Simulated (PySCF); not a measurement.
**Frontier levels across methods**

Compound: C4H3 (charge -1).
Numbering: `[C-:1]#[C:2][CH:3]=[CH2:4]` (hydrogens: H5 on C3; H6, H7 on C4)

Cartesian coordinates in Å at the PBE0-D3(BJ)/def2-SVP level; atoms count from 1:
```xyz
7
C4H3 angstrom
C      2.6963   -0.0839   -0.0057
C      1.4597    0.1398   -0.0150
C      0.0821    0.4476   -0.0221
C     -0.9783   -0.3967   -0.0838
H     -0.1763    1.5225    0.0298
H     -2.0060   -0.0171   -0.0812
H     -0.8352   -1.4804   -0.1380
```

Basis pcSseg-2 throughout (PySCF), one geometry. Geometry: PBE0-D3(BJ)/def2-SVP; no solvent, vibrations or thermal averaging. The geometry's basis has no diffuse functions.

Problem. How do the orbital energies and the gap change with the method?

Solution. 
| method | kind | HOMO (eV) | LUMO (eV) | gap (eV) | SCF cycles |
| --- | --- | --- | --- | --- | --- |
| OPBE | GGA | 0.05 | 3.39 | 3.34 | 17 |
| BLYP | GGA | 0.05 | 3.38 | 3.33 | 17 |
| KT3 | GGA | -0.02 | 3.37 | 3.39 | 17 |
| B97-D | GGA | -0.04 | 3.34 | 3.38 | 17 |
| PBE | GGA | -0.04 | 3.24 | 3.28 | 17 |
| KT2 | GGA | -0.08 | 3.30 | 3.38 | 17 |
| LDA | LDA | -0.13 | 2.99 | 3.12 | 17 |
| BP86 | GGA | -0.19 | 3.14 | 3.33 | 17 |
| B97-2 | global hybrid | -0.79 | 4.09 | 4.88 | 15 |
| B3LYP | global hybrid | -0.84 | 3.90 | 4.75 | 14 |
| PBE0 | global hybrid | -1.04 | 4.11 | 5.14 | 15 |
| mPW1PW91 | global hybrid | -1.04 | 4.11 | 5.15 | 14 |
| BHandHLYP | global hybrid | -1.81 | 4.85 | 6.67 | 14 |
| CAM-B3LYP | range-separated hybrid | -2.23 | 5.02 | 7.25 | 14 |
| wB97X-D | range-separated hybrid | -2.78 | 5.77 | 8.56 | 14 |
| HF | Hartree–Fock | -3.02 | 6.27 | 9.29 | 13 |
| LC-wPBE | range-separated hybrid | -3.49 | 6.05 | 9.55 | 15 |

The HOMO spans 3.55 eV, from OPBE down to LC-wPBE, and the gap runs from 3.12 eV (LDA) to 9.55 eV (LC-wPBE). Over the methods OPBE (0 %), BLYP (0 %), KT3 (0 %), B97-D (0 %), PBE (0 %), KT2 (0 %), LDA (0 %), BP86 (0 %), B97-2 (21 %), B3LYP (20 %), PBE0 (25 %), mPW1PW91 (25 %), BHandHLYP (50 %), HF (100 %), a straight line through the gap against the share of exact exchange rises by 0.62 eV for each 10 % (correlation coefficient 0.996). Where the HOMO energy of this anion is positive, the outermost electrons may be held by the finite basis alone.
